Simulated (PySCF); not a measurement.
# C₅H₈S: magnetic properties

Wanted: magnetic properties for C₅H₈S (`C#CCCCS`).

Computed with PySCF 2.14.0 and routines of our own; the level stands in each step. Atoms count from 0.

## 1. The starting structure

14 atoms, charge 0, multiplicity 1; geometry from: GFN2-xTB.

## 2. Magnetic properties: GIAO PBE/pcSseg-1

The job: settings as JSON, then the geometry in Å.

```
{"job": {"kind": "mag", "xc": "PBE", "basis": "pcSseg-1", "isotopologues": 2}, "charge": 0, "multiplicity": 1}
C     -2.560989    -0.893778    -0.199719
C     -1.788333     0.011014    -0.073822
C     -0.827621     1.088494     0.053611
C      0.583216     0.632659    -0.337767
C      1.092103    -0.442143     0.608004
S      2.788960    -0.975278     0.192452
H     -3.251613    -1.676509    -0.301983
H     -0.828743     1.448735     1.086481
H     -1.135996     1.912119    -0.596276
H      1.261741     1.488138    -0.313102
H      0.565167     0.242601    -1.358888
H      1.161639    -0.064917     1.628602
H      0.444259    -1.319025     0.595619
H      2.495532    -1.452585    -1.015334
```

Level: GIAO PBE/pcSseg-1 magnetisability, rotational g tensor and spin-rotation constants, non-relativistic, gas phase.

Run with:

```sh
$ OMP_NUM_THREADS=1 python excited_run.py task.json out
```

One launch serves the whole session: the jobs run in the order shown.

The log of the run:

```text
coarse grid: 12016 points
cycle   1  E = -592.8507627117  dE =  4.755e-01  |g| = 5.353e-01  |ddm| = 3.527e+00
cycle   2  E = -592.7971505944  dE =  5.361e-02  |g| = 6.952e-01  |ddm| = 1.388e+00
cycle   3  E = -592.9283252842  dE = -1.312e-01  |g| = 1.164e-01  |ddm| = 8.618e-01
cycle   4  E = -592.9313988078  dE = -3.074e-03  |g| = 5.015e-02  |ddm| = 1.829e-01
cycle   5  E = -592.9317927071  dE = -3.939e-04  |g| = 3.089e-02  |ddm| = 5.425e-02
cycle   6  E = -592.9320295459  dE = -2.368e-04  |g| = 5.640e-03  |ddm| = 2.454e-02
cycle   7  E = -592.9320368984  dE = -7.352e-06  |g| = 1.341e-03  |ddm| = 5.331e-03
final grid: 110768 points
cycle   8  E = -592.9864867378  dE = -3.111e-05  |g| = 1.321e-02  |ddm| = 5.192e-02
cycle   9  E = -592.9863994216  dE =  8.732e-05  |g| = 2.240e-02  |ddm| = 3.566e-02
cycle  10  E = -592.9865259108  dE = -1.265e-04  |g| = 4.687e-03  |ddm| = 2.509e-02
cycle  11  E = -592.9865313291  dE = -5.418e-06  |g| = 1.262e-03  |ddm| = 4.061e-03
cycle  12  E = -592.9865317249  dE = -3.958e-07  |g| = 2.813e-04  |ddm| = 1.284e-03
cycle  13  E = -592.9865317443  dE = -1.938e-08  |g| = 5.456e-05  |ddm| = 2.994e-04
cycle  14  E = -592.9865317449  dE = -6.251e-10  |g| = 2.009e-05  |ddm| = 6.138e-05
converged SCF energy = -592.9865317449

Magnetisability tensor (1e-30 J/T^2)
    -1304.60       -1.92       21.75
       -1.92    -1212.22      -23.03
       21.75      -23.03    -1178.91
isotropic -1231.91   principal values   -1308.30  -1223.23  -1164.20
isotropic susceptibility -74.187 1e-6 cm^3/mol

Inertial axes            a          b          c
rot. const./GHz      7.0431     1.2109     1.0908
chi total           -78.106    -73.128    -71.328
chi diamagnetic    -276.864  -1035.855  -1147.724
chi paramagnetic    198.758    962.727   1076.396
quadrupole/D A       -8.823      5.460      3.363
g nuclear            0.6649     0.5413     0.5456
g electronic        -0.6576    -0.5477    -0.5516
g total              0.0073    -0.0064    -0.0060

Spin-rotation constants (kHz, H = +C I.J)
atom  isotope        aa         bb         cc
  6     1H       -0.573     -0.027     -0.126
  7     1H       -0.760     -0.127      0.027
  8     1H       -0.580     -0.042     -0.068
  9     1H       -0.567      0.012     -0.127
 10     1H       -0.811     -0.126      0.024
 11     1H       -0.768     -0.122      0.017
 12     1H       -0.586      0.026     -0.106
 13     1H       -0.861     -0.127      0.004
  0    13C*       1.708      0.154      0.347
  1    13C*       1.997      0.120      0.411
  2    13C*       1.026      0.190      0.175
  3    13C*       1.161      0.237      0.211
  4    13C*       1.161      0.221      0.181
  5    33S*       1.563      0.323      0.210
* in the singly substituted isotopologue

Isotopologues: g along a, b, c
2H    at 6,7,8,9,10,11,     0.0054    -0.0060    -0.0056
13C   at 0                  0.0072    -0.0063    -0.0059
```

It took 38 s on 1 thread of Arm Neoverse N1, shared host; peak memory 0.55 GiB.

Key values:

```csv
quantity,value
magnetisability,-1232·10⁻³⁰ J/T²
molar susceptibility,-74.2·10⁻⁶ cm³/mol
"rotational g (a, b, c)","0.0073, -0.0064, -0.0060"
```

## 3. Magnetic properties: common gauge origin HSE06/6-311G** in dichloromethane

The job, as its differences from that of step 2:

```diff
@@ -1,2 +1,2 @@
-{"job": {"kind": "mag", "xc": "PBE", "basis": "pcSseg-1", "isotopologues": 2}, "charge": 0, "multiplicity": 1}
+{"job": {"kind": "mag", "xc": "HSE06", "basis": "6-311G**", "gauge": [0, 0, 0], "solvent": "dichloromethane"}, "charge": 0, "multiplicity": 1}
 C     -2.560989    -0.893778    -0.199719
```

With the program's defaults for keys left out, this is: common gauge origin HSE06/6-311G** magnetisability, non-relativistic, IEF-PCM dichloromethane.

The log of the run:

```text
coarse grid: 12016 points
cycle   1  E = -593.1427621850  dE =  5.673e-01  |g| = 4.004e-01  |ddm| = 3.099e+00
cycle   2  E = -593.1497574123  dE = -6.995e-03  |g| = 3.619e-01  |ddm| = 6.950e-01
cycle   3  E = -593.1846073372  dE = -3.485e-02  |g| = 5.300e-02  |ddm| = 3.423e-01
cycle   4  E = -593.1850296534  dE = -4.223e-04  |g| = 3.339e-02  |ddm| = 7.030e-02
cycle   5  E = -593.1852914701  dE = -2.618e-04  |g| = 8.708e-03  |ddm| = 2.639e-02
cycle   6  E = -593.1853050728  dE = -1.360e-05  |g| = 4.608e-03  |ddm| = 8.610e-03
cycle   7  E = -593.1853083548  dE = -3.282e-06  |g| = 4.199e-04  |ddm| = 3.098e-03
final grid: 110768 points
cycle   8  E = -593.1833358483  dE = -4.694e-05  |g| = 6.632e-03  |ddm| = 5.292e-02
cycle   9  E = -593.1833327722  dE =  3.076e-06  |g| = 6.263e-03  |ddm| = 8.877e-03
cycle  10  E = -593.1833413565  dE = -8.584e-06  |g| = 1.343e-03  |ddm| = 6.161e-03
cycle  11  E = -593.1833417579  dE = -4.014e-07  |g| = 4.272e-04  |ddm| = 1.372e-03
cycle  12  E = -593.1833417993  dE = -4.146e-08  |g| = 1.273e-04  |ddm| = 3.062e-04
cycle  13  E = -593.1833418032  dE = -3.802e-09  |g| = 3.058e-05  |ddm| = 9.643e-05
cycle  14  E = -593.1833418034  dE = -2.290e-10  |g| = 7.074e-06  |ddm| = 2.762e-05
converged SCF energy = -593.1833418034

Magnetisability tensor (1e-30 J/T^2)
    -2049.92     -943.92      246.03
     -943.92    -6555.59     -251.47
      246.03     -251.47    -6895.60
isotropic -5167.04   principal values   -7043.47  -6614.23  -1843.40
isotropic susceptibility -311.166 1e-6 cm^3/mol

Inertial axes            a          b          c
rot. const./GHz      7.0431     1.2109     1.0908
chi total          -111.210   -405.158   -417.131
chi diamagnetic    -275.691  -1036.768  -1148.574
chi paramagnetic    164.481    631.611    731.443
quadrupole/D A      -11.150      6.677      4.473
```

Run time: 22 s. Hardware: 1 thread of Arm Neoverse N1, shared host; peak memory 0.85 GiB.

The run ended normally, but its values are not to be used for the molecule: a common gauge origin replaces GIAOs, so the magnetic properties depend on where the origin lies.

## 4. Magnetic properties: GIAO HSE06/cc-pVDZ

The job, as its differences from that of step 3:

```diff
@@ -1,2 +1,2 @@
-{"job": {"kind": "mag", "xc": "HSE06", "basis": "6-311G**", "gauge": [0, 0, 0], "solvent": "dichloromethane"}, "charge": 0, "multiplicity": 1}
+{"job": {"kind": "mag", "xc": "HSE06", "basis": "cc-pVDZ"}, "charge": 0, "multiplicity": 1}
 C     -2.560989    -0.893778    -0.199719
```

Method: GIAO HSE06/cc-pVDZ magnetisability, rotational g tensor and spin-rotation constants, non-relativistic, gas phase.

The log of the run:

```text
coarse grid: 12016 points
cycle   1  E = -593.0714427840  dE =  6.282e-01  |g| = 3.681e-01  |ddm| = 7.054e+00
cycle   2  E = -593.0795237877  dE = -8.081e-03  |g| = 3.373e-01  |ddm| = 1.604e+00
cycle   3  E = -593.1121508034  dE = -3.263e-02  |g| = 4.958e-02  |ddm| = 7.509e-01
cycle   4  E = -593.1125938273  dE = -4.430e-04  |g| = 3.029e-02  |ddm| = 1.134e-01
cycle   5  E = -593.1127967998  dE = -2.030e-04  |g| = 1.244e-02  |ddm| = 4.970e-02
cycle   6  E = -593.1128338725  dE = -3.707e-05  |g| = 3.348e-03  |ddm| = 1.949e-02
cycle   7  E = -593.1128369069  dE = -3.034e-06  |g| = 4.133e-04  |ddm| = 5.499e-03
final grid: 110768 points
cycle   8  E = -593.1280320422  dE = -3.102e-05  |g| = 5.778e-03  |ddm| = 6.619e-02
cycle   9  E = -593.1280252544  dE =  6.788e-06  |g| = 7.572e-03  |ddm| = 2.383e-02
cycle  10  E = -593.1280406529  dE = -1.540e-05  |g| = 1.360e-03  |ddm| = 1.371e-02
cycle  11  E = -593.1280411111  dE = -4.581e-07  |g| = 4.203e-04  |ddm| = 2.207e-03
cycle  12  E = -593.1280411543  dE = -4.321e-08  |g| = 1.101e-04  |ddm| = 6.532e-04
cycle  13  E = -593.1280411573  dE = -3.071e-09  |g| = 2.461e-05  |ddm| = 1.869e-04
cycle  14  E = -593.1280411575  dE = -1.471e-10  |g| = 6.029e-06  |ddm| = 4.854e-05
converged SCF energy = -593.1280411575

Magnetisability tensor (1e-30 J/T^2)
    -1303.57       -0.01       21.01
       -0.01    -1218.80      -22.31
       21.01      -22.31    -1192.35
isotropic -1238.24   principal values   -1307.60  -1230.16  -1176.96
isotropic susceptibility -74.569 1e-6 cm^3/mol

Inertial axes            a          b          c
rot. const./GHz      7.0431     1.2109     1.0908
chi total           -78.109    -73.472    -72.124
chi diamagnetic    -275.348  -1033.978  -1145.904
chi paramagnetic    197.239    960.506   1073.780
quadrupole/D A       -8.447      5.224      3.224
g nuclear            0.6649     0.5413     0.5456
g electronic        -0.6526    -0.5464    -0.5503
g total              0.0123    -0.0051    -0.0047

Spin-rotation constants (kHz, H = +C I.J)
atom  isotope        aa         bb         cc
  6     1H       -0.582     -0.028     -0.127
  7     1H       -0.766     -0.128      0.025
  8     1H       -0.589     -0.043     -0.070
  9     1H       -0.573      0.010     -0.126
 10     1H       -0.814     -0.125      0.024
 11     1H       -0.772     -0.122      0.016
 12     1H       -0.596      0.025     -0.107
 13     1H       -0.873     -0.130      0.001
  0    13C*       1.490      0.136      0.304
  1    13C*       1.743      0.100      0.359
  2    13C*       0.840      0.159      0.146
  3    13C*       0.971      0.201      0.181
  4    13C*       0.955      0.188      0.152
  5    33S*       1.363      0.276      0.173
* in the singly substituted isotopologue
```

Wall time 46 s (1 thread of Arm Neoverse N1, shared host); peak memory 0.64 GiB.

Key values:

| quantity | value |
| --- | --- |
| magnetisability | -1238·10⁻³⁰ J/T² |
| molar susceptibility | -74.6·10⁻⁶ cm³/mol |
| rotational g (a, b, c) | 0.0123, -0.0051, -0.0047 |

## 5. Magnetic properties side by side

```csv
level,ξ (10⁻³⁰ J/T²),g(a),g(b),gap (eV),functions,time
GIAO PBE/pcSseg-1,-1232,0.0073,-0.0064,5.19,149,38 s
GIAO HSE06/cc-pVDZ,-1238,0.0123,-0.0051,6.73,128,46 s
```

## 6. What came out

| quantity | value |
| --- | --- |
| magnetisability (step 2, GIAO PBE/pcSseg-1) | -1232·10⁻³⁰ J/T² |
| molar susceptibility (step 2, GIAO PBE/pcSseg-1) | -74.2·10⁻⁶ cm³/mol |
| rotational g (a, b, c) (step 2, GIAO PBE/pcSseg-1) | 0.0073, -0.0064, -0.0060 |
| magnetisability over the levels | -1238 to -1232·10⁻³⁰ J/T² |
| runs | 0 failed, 1 ended on unsound input |

In words: The magnetisability spreads by 0.5 % over 2 levels of like cost. Two levels can agree by chance, so this spread shows no convergence. Vibrational averaging and real surroundings are missing from these values.
